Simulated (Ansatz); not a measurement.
The cluster C₃H₂⁺. The state is a doublet with charge 1. Geometry r2SCAN-D4/def2-TZVP, that of the neutral singlet; atoms count from 1.

```
atom   x (Å)   y (Å)   z (Å)
  C1  -0.216   0.481  -0.399
  C2   0.155  -0.514   0.386
  C3   1.052   0.570   0.224
  H4  -0.046  -1.472   0.844
  H5  -0.945   0.935  -1.056
```

The structure comes from a short search, and lower isomers may exist.

**Question.** Estimate the Mulliken populations from the PBE0/def2-TZVP orbitals of Ansatz.

**Answer.** 
```json
{"atom": "C1", "charge (e)": "0.09", "spin (α − β)": "0.09"}
{"atom": "C2", "charge (e)": "0.09", "spin (α − β)": "0.09"}
{"atom": "C3", "charge (e)": "0.26", "spin (α − β)": "0.83"}
{"atom": "H4", "charge (e)": "0.28", "spin (α − β)": "0.00"}
{"atom": "H5", "charge (e)": "0.28", "spin (α − β)": "0.00"}
```
Mulliken values depend strongly on the basis.

**Question.** Where does the spin sit?

**Answer.** Summed by element: C 1.00, H 0.00, of 1 unpaired in all. Largest on single atoms: C3 0.83, C1 0.09, C2 0.09.

**Question.** And the Mayer bond orders between heavy atoms (over 0.3)?

**Answer.** C1–C2 1.39 (1.32 Å); C1–C3 1.43 (1.42 Å); C2–C3 1.43 (1.42 Å).
